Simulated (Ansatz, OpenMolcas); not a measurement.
**BH3 (SMILES [H]B([H])[H]): the energy, rung by rung**

BH3: 4 atoms, total charge 0, spin state singlet. SMILES: `[H]B([H])[H]`. Geometry: relaxed at GFN2-xTB.

```
atom    x (Å)    y (Å)    z (Å)
   B   0.0001   0.0000  -0.0014
   H   1.1639  -0.0303   0.0153
   H  -0.5553   1.0234  -0.0186
   H  -0.6086  -0.9931   0.0048
```

Each level gives the energy change with the B1–H4 bond stretched from 1.165 to 1.456 Å (eV). The values are calculated.

```json
{"level": "SVWN5/3-21G (restricted)", "kind": "LDA", "program": "Ansatz", "value (eV)": "0.46", "less FCI/3-21G": "-0.01"}
{"level": "revPBE/3-21G (restricted)", "kind": "GGA", "program": "Ansatz", "value (eV)": "0.46", "less FCI/3-21G": "-0.01"}
{"level": "r2SCAN/3-21G (restricted)", "kind": "meta-GGA", "program": "Ansatz", "value (eV)": "0.52", "less FCI/3-21G": "+0.05"}
{"level": "HSE06/3-21G (restricted)", "kind": "range-separated hybrid", "program": "Ansatz", "value (eV)": "0.53", "less FCI/3-21G": "+0.06"}
{"level": "wB97M-V/3-21G (restricted)", "kind": "range-separated hybrid", "program": "Ansatz", "value (eV)": "0.55", "less FCI/3-21G": "+0.08"}
{"level": "B2PLYP/3-21G (restricted)", "kind": "double hybrid", "program": "Ansatz", "value (eV)": "0.55", "less FCI/3-21G": "+0.08"}
{"level": "CCSD(T)/3-21G (restricted)", "kind": "coupled cluster or CI", "program": "Ansatz", "value (eV)": "0.47", "less FCI/3-21G": "0.00"}
{"level": "CISD/3-21G (restricted)", "kind": "coupled cluster or CI", "program": "OpenMolcas", "value (eV)": "0.49", "less FCI/3-21G": "+0.02"}
{"level": "FCI/3-21G", "kind": "exact in the basis", "program": "OpenMolcas", "value (eV)": "0.47", "less FCI/3-21G": "0.00"}
```

FCI/3-21G is exact within its basis and frozen core, so for wave-function methods in that basis the difference is their error; functionals converge differently with the basis, so for them it is only a difference. The first shape isn't each level's own minimum. The values span 0.46 to 0.55 eV. All rows use very small basis sets, so even the best lies far from the true value.
